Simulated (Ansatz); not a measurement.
water cation (H2O), SMILES O (connectivity only; charge and spin as stated), charge +1, multiplicity 2.

The structure is a stationary point at B3LYP-D3(BJ)/def2-TZVPD. The multiplicity is an assumed one; other spin states were not compared.

Two levels are set side by side: PBE/def2-TZVPD (Ansatz, an electronic-structure program) and ωB97X-V/def2-TZVPD (Ansatz). Energy differences of separate SCF runs at the same geometry; the states with an electron removed or added have multiplicity 3 and 1. Differences are taken from unrounded values.

```tsv
quantity	ωB97X-V	PBE	PBE minus ωB97X-V
vertical ionisation energy (eV)	27.09	27.16	0.06
vertical electron affinity (eV)	12.45	12.55	0.10
```

On these quantities the two levels nearly agree.
